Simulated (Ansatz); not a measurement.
**HgS (P3₂21, No. 154)**

Computed with PBEsol in Ansatz (PAW).

Run with plane-wave cutoff 500 eV, 12×12×4 k mesh (along the axes of the cell as run), Fermi–Dirac smearing 0.05 eV, scalar-relativistic PAW data made under PBE.

Cell (relaxed at this level):

Space group P3₂21 (No. 154); a = b = 4.136 Å, c = 9.412 Å, α = β = 90.00°, γ = 120.00°

| atom | site | symmetry | x | y | z |
|---|---|---|---|---|---|
| Hg | 3a | .2. | 0.2898 | 0.2898 | 0.0000 |
| S | 3b | .2. | 0.5001 | 0.5001 | 0.5000 |

```json
{
  "band_gap": "1.23 eV (on the SCF k mesh)"
}
```

Spin–orbit coupling is not included.

Static lattice: no zero-point or thermal effects.

Ansatz is a quantum-chemistry and plane-wave program.
